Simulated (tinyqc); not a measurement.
Pariser-Parr-Pople SCF with singles CI, for the molecule C=C1C=CC=C1 (SMILES; centres numbered as the heavy atoms are written), step by step. One step of it, computed by the program tinyqc.

Question. Singles CI, triplets. Over the 9 single excitations with the smallest orbital gaps: A = (e_a - e_i) delta - (ij|ab), with (pq|rs) = sum c_mp c_mq gamma_mn c_nr c_ns.

orbital energies (eV): -13.083018  -9.611756  -8.361641  -1.889535  2.984858  3.325780

coefficients:
```
         MO1        MO2        MO3        MO4        MO5        MO6
1C  0.328702   0.557743   0.000000   0.684490   0.000000  -0.335189
2C  0.545408   0.443407   0.000000  -0.309642   0.000000   0.640346
3C  0.409172  -0.089887   0.597440  -0.345161  -0.378239  -0.453170
4C  0.360307  -0.487931   0.378239   0.314105   0.597440   0.182867
5C  0.360307  -0.487931  -0.378239   0.314105  -0.597440   0.182867
6C  0.409172  -0.089887  -0.597440  -0.345161   0.378239  -0.453170
```

repulsion gamma_rs (eV), lower triangle:
```
           1C         2C         3C         4C         5C         6C
1C  11.710000
2C   5.475800  11.710000
3C   3.865919   5.475043  11.710000
4C   2.967794   4.120571   5.476507  11.710000
5C   2.967794   4.120571   4.120119   5.475800  11.710000
6C   3.865919   5.475043   4.119259   4.120119   5.476507  11.710000
```

Give: triplet CI matrix; triplet excitation energies.

Answer.

triplet CI matrix (eV), lower triangle:
```
        3>4     2>4     1>4     3>5     3>6    2>5     2>6     1>5
3>4   1.459
2>4   0.000   1.957
1>4   0.000  -0.776   5.723
3>5   0.000   0.631  -0.976   5.137
3>6  -1.036   0.000   0.000   0.000   5.918
2>5   0.631   0.000   0.000   0.000   0.493  7.041
2>6   0.000   0.476   1.170   0.493   0.000  0.000   7.436
1>5  -0.976   0.000   0.000   0.000  -0.958  1.377   0.000  10.524
1>6   0.000   1.170   0.044  -0.958   0.000  0.000  -0.835   0.000

        1>6
1>6  10.190
```

triplet excitation energies (eV): 0.951  1.468  4.016  5.794  6.380  7.049  7.860  10.718  11.147
